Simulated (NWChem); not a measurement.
# Correlation energy of CH (+1)

```xyz
2

C      0.0000     0.0000     0.1639
H      0.0000     0.0000    -0.9833
```
Charge +1, spin multiplicity 1.

All runs are NWChem calculations. The geometry was optimised at PBE0/def2-SVP, a minimum by its harmonic frequencies.

Basis set: def2-SVP. Each correlation energy counts from its own Hartree-Fock reference.

The correlated methods keep 1 core orbital frozen. The structure started from a generated list of species. Coupled-cluster values serve here as a point of comparison, not as the truth.

Question: For the correlation energy, MP2 gives -68.9 mHa and SCS-MP2 gives -78.8 mHa. What do CR-CCSD[T], CR-CCSD(T), CCSD give?

Answer: CR-CCSD[T]: -101.2 mHa; CR-CCSD(T): -101.2 mHa; CCSD: -99.8 mHa.
